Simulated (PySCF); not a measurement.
# LiO⁺, CCSD(T): how much the basis matters

PySCF, UHF reference; triplet, unpaired electrons π ↑↑; De to Li⁺ + O without counterpoise correction. Frozen cores follow the default of each basis and core potential.

```csv
basis,relativity,functions,Re (Å),ωe (cm⁻¹),De (eV),frozen orbitals
STO-3G,no relativity,10,2.018,503,n/a,1
x2c-SVPall,spin-free X2C,23,2.122,344,0.56,1
aug-cc-pVDZ,no relativity,46,2.091,337,0.51,1
```

Question: How does each smaller set differ from the one with most functions, aug-cc-pVDZ?

Answer: STO-3G: -7.3 pm, +49.3 % in ωe; x2c-SVPall: +3.1 pm, +2.1 % in ωe, +0.05 eV in De. All at CCSD(T); the set with most functions is neither the basis-set limit nor always the best. The rows treat relativity differently, so the differences are not basis effects alone.

Correlated steps freeze 1 core orbital. Correlated levels converge slowly with the basis: in double zeta they bind strong bonds too weakly, by up to about 1 eV, and carry superposition errors of some tenths. For an ion De counts to the pair picked by the measured ionisation energies or electron affinities, which need not be the lowest pair at this level. STO-3G is very small, so such numbers show the basis as much as the molecule. The state was picked by a PBE0 search and need not be the measured ground state.
